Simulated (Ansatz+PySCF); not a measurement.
Results of a calculation; reference values are marked as such.
**Several solutions for singlet CH(+)**

```xyz
2

C     0.0000    0.0000   -0.2049
H     0.0000    0.0000    1.2291
```

Basis set: 6-31G (spherical functions). Charge 1, multiplicity 1.

PBE0 (unrestricted) was run from several starts with Ansatz (development build ahead of 0.2.0) and PySCF 2.14.0.

```csv
run,program,start,converged,energy (hartree),<S²>
A,Ansatz,stability test followed,yes,-37.99136,0.35
B,Ansatz,search for the lowest state,yes,-37.99136,0.35
C,Ansatz,"atomic start, no search",yes,-37.98838,0.00
D,PySCF,program defaults,yes,-37.98838,0.00
```

**Question.** Which runs reached the lowest solution of this kind, and what is wrong with the others?

**Answer.** A, B reached the lowest solution found. Converged but too high: C by 0.08 eV, D by 0.08 eV. Convergence only shows a stationary point, and even a stable one can lie too high; stability tests and further starts are what find lower ones. Caution: the unrestricted determinant is spin contaminated.
